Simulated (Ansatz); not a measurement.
# AlH2− (singlet): wave-function methods side by side at scale of all distances = 1.482, 6-31++G**

One table from this session's results is given with a row withheld; the runs are named, their logs left out.

Computed with Ansatz 0.2.0, Gaussian basis. Level: 6-31++G**, core rule «outside noble gas», up to 5 orbitals frozen.

Plan: UHF; CCSD(T) on RHF; BCCD(T) on RHF; CISD; CCSDT(Q) on RHF; CCSDTQ on RHF; CASSCF and MRCISD+Q, 2 electrons in 2 orbitals; CASSCF and NEVPT2, 2 electrons in 2 orbitals; CASSCF and MRCISD+Q, 6 electrons in 6 orbitals; CASSCF and NEVPT2, 6 electrons in 6 orbitals; Full CI.

17 further runs of the same task are left out: 1 for a mislabelled method, 12 that didn't finish, 4 set aside as unsound or not needed.

## The geometry

The geometry derives from a PBE0/def2-TZVPD stationary point (not a proven minimum). All distances are scaled together.

3 atoms, charge -1, spin multiplicity 1.

Atoms are counted from 1 here; the program's logs count them from 0.

No contacts short enough for the rule that draws bonds.

The first run:

File in.yaml:

```yaml
crystal:
  periodic: [false, false, false]
  atoms:
    - {symbol: Al, position_ang: [0.000000, -0.120114, 0.000000]}
    - {symbol: H, position_ang: [0.000000, 1.607661, -1.827129]}
    - {symbol: H, position_ang: [0.000000, 1.607662, 1.827128]}
basis:
  gaussian: {orbitals: "6-31++G**"}
total_charge: -1
magnetization: {spin_polarized: true, initial_magnetization: 0}
hamiltonian: {xc: hf}
output: {orbitals: {seedname: orbitals}}
```

On the command line:

```sh
> ansatz run in.yaml --threads 1 --pin off --events-out ev --progress --plain --max-ram 2393MiB
```

Steps of the session up to this table: UHF; CCSD(T) on RHF; BCCD(T) on RHF; CISD; CCSDT(Q) on RHF; CCSDTQ on RHF; CASSCF and MRCISD+Q, 2 electrons in 2 orbitals; CASSCF and NEVPT2, 2 electrons in 2 orbitals; CASSCF and MRCISD+Q, 6 electrons in 6 orbitals; CASSCF and NEVPT2, 6 electrons in 6 orbitals; Full CI.

One of the session's tables, all rows but one given; the rest of the session is left out.

It belongs to the step «Misses and costs». 

```
          method  from FCI (meV)
             RHF         +2752.5
            RMP2               ?
            CISD          +258.2
           RCCSD          +100.4
        RCCSD(T)           +27.1
         BCCD(T)           +28.2
          RCCSDT            +2.1
       RCCSDT(Q)            -0.2
         RCCSDTQ            -0.2
     CASSCF pair         +2159.3
     NEVPT2 pair          +701.9
     MRCISD pair          +149.2
   MRCISD+Q pair           -43.7
  CASSCF valence         +1142.8
  NEVPT2 valence          +384.3
  MRCISD valence           +65.9
MRCISD+Q valence           +25.0
             FCI               0
```

Estimate the missing values for RMP2.

**Answer.** from FCI (meV): +875.3. In the column «from FCI (meV)» it lies between NEVPT2 pair (+701.9) and CASSCF valence (+1142.8).

To keep in mind: MRCISD+Q pair falls below full CI: the +Q correction isn't variational, and the cores differ from full CI's.
